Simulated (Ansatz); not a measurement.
A nudged elastic band was laid between two geometries of FH3Si (5 atoms, charge 0, multiplicity 1).

These are results of RKS PBE-D4/def2-SVP in Ansatz 0.2.0, not measurements.

```
movable images  : 7
climbing image  : yes
spring          : 5.0 eV/Å²
optimiser       : quadratic models (default)
start path      : through a guess of the saddle point
force threshold : 0.03 eV/Å
iteration limit : 60
end points      : relaxed
```

Initial state:

```xyz
5
Properties=species:S:1:pos:R:3
Si 0.247 0.000 0.138
F 0.313 0.000 1.775
H 1.648 0.000 -0.401
H -0.482 1.231 -0.316
H -0.482 -1.231 -0.316
```

Final state:

```xyz
5
Properties=species:S:1:pos:R:3
Si 0.067 0.000 -0.683
F 1.078 0.000 1.274
H 1.885 0.000 0.770
H -0.894 1.118 -0.241
H -0.894 -1.118 -0.241
```

(1) Which bonds break or form, and what moves?

(2) What energy profile does the band end with?

(3) What is the geometry of the highest image?

(4) What are the harmonic wavenumbers there?

The band took 7 iterations and of the order of 19 core-seconds.

Answers

(1) Bonds broken: Si1–H3. Bonds formed: F2–H3. FH3Si becomes FH + H2Si.

(2) The run converged. The highest image is number 6 of 0 to 8, 74.8 kcal/mol above the first end and 2.9 kcal/mol above the last; the last end lies 71.9 kcal/mol above the first. A vibrational analysis at the climbing image gives one clearly imaginary mode, 862i cm⁻¹: a first-order saddle point. The orbitals stay closed-shell, which can raise the energy where a bond breaks towards radicals; this wasn't checked here.

```tsv
image	path coordinate (Å)	energy (kcal/mol)	Si1–H3 (Å)	F2–H3 (Å)
0	0.00	0.0	1.50	2.55
1	0.24	2.5	1.50	2.36
2	0.47	11.1	1.50	2.13
3	0.71	27.2	1.50	1.87
4	0.95	49.1	1.52	1.61
5	1.19	68.1	1.58	1.37
6	1.42	74.8	1.71	1.14
7	1.70	72.6	2.00	0.98
8	1.98	71.9	2.33	0.95
```

(3) 
```xyz
5
Properties=species:S:1:pos:R:3
Si 0.183 0.000 -0.421
F 0.989 0.000 1.421
H 1.630 -0.001 0.484
H -0.778 1.172 -0.303
H -0.780 -1.171 -0.302
```

(4) 862i, 437, 539, 645, 783, 1001, 1876, 2080, 2099 cm⁻¹.

Time of the run: 19 s on 1 thread of Intel(R) Xeon(R) 6975P-C (Granite Rapids), on a shared host, peak memory 0.11 GiB.
